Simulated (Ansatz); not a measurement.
A nudged elastic band was laid between two geometries of CH$_{5}$B (7 atoms, charge 0, multiplicity 1).

All numbers below come from RKS B3LYP/def2-SVP in Ansatz.

| Quantity | Value |
| --- | --- |
| movable images | 5 |
| climbing image | yes |
| spring | 5.0 eV/Å² |
| optimiser | quadratic models (default) |
| start path | through a guess of the saddle point |
| force threshold | 0.05 eV/Å |
| iteration limit | 60 |
| end points | relaxed |

First end point:

```xyz
7
Properties=species:S:1:pos:R:3
B 0.443 -0.013 0.042
C 0.808 -0.071 1.555
H -0.008 -0.381 2.226
H 1.732 -0.622 1.793
H 1.017 0.994 1.804
H 1.301 -0.088 -0.807
H -0.695 0.181 -0.318
```

Last end point:

```xyz
7
Properties=species:S:1:pos:R:3
B -0.219 0.043 -1.321
C 1.177 -0.107 1.636
H 0.273 -0.606 2.012
H 2.060 -0.501 2.159
H 1.099 0.976 1.807
H 1.296 -0.306 0.556
H -1.087 0.501 -0.553
```

Question: Which bonds break or form, and what moves?

Answer: Bonds broken: B1–C2, B1–H6. Bonds formed: C2–H6. CH5B becomes BH + CH4.

Question: What energy profile does the band end with?

Answer: It converged. The highest image is number 3 of 0 to 6, 4.21 eV above the first end and 0.39 eV above the last; the last end lies 3.82 eV above the first. Neighbouring images differ by up to 2.2 eV, so the band resolves the path poorly. A vibrational analysis at the climbing image gives one clearly imaginary mode, 973i cm⁻¹: a first-order saddle point. The orbitals stay closed-shell, which can raise the energy where a bond breaks towards radicals; this wasn't checked here.

```json
{"image": "0", "path coordinate (Å)": "0.00", "energy (eV)": "0.00", "B1–C2 (Å)": "1.56", "B1–H6 (Å)": "1.21", "C2–H6 (Å)": "2.41"}
{"image": "1", "path coordinate (Å)": "0.62", "energy (eV)": "0.07", "B1–C2 (Å)": "1.55", "B1–H6 (Å)": "1.20", "C2–H6 (Å)": "2.32"}
{"image": "2", "path coordinate (Å)": "1.24", "energy (eV)": "2.05", "B1–C2 (Å)": "1.67", "B1–H6 (Å)": "1.15", "C2–H6 (Å)": "1.78"}
{"image": "3", "path coordinate (Å)": "1.86", "energy (eV)": "4.21", "B1–C2 (Å)": "2.12", "B1–H6 (Å)": "1.30", "C2–H6 (Å)": "1.35"}
{"image": "4", "path coordinate (Å)": "2.31", "energy (eV)": "3.94", "B1–C2 (Å)": "2.51", "B1–H6 (Å)": "1.67", "C2–H6 (Å)": "1.14"}
{"image": "5", "path coordinate (Å)": "2.77", "energy (eV)": "3.83", "B1–C2 (Å)": "2.92", "B1–H6 (Å)": "2.09", "C2–H6 (Å)": "1.11"}
{"image": "6", "path coordinate (Å)": "3.22", "energy (eV)": "3.82", "B1–C2 (Å)": "3.27", "B1–H6 (Å)": "2.44", "C2–H6 (Å)": "1.10"}
```

Question: What is the geometry of the highest image?

Answer: 
```xyz
7
Properties=species:S:1:pos:R:3
B 0.224 -0.057 -0.544
C 0.949 -0.039 1.444
H 0.130 -0.584 1.930
H 1.926 -0.436 1.761
H 0.891 1.041 1.628
H 1.242 -0.406 0.180
H -0.764 0.481 -0.103
```

Run time: 68 s on 1 thread of Arm Neoverse V1, with other jobs on the host, peak memory 0.095 GiB.
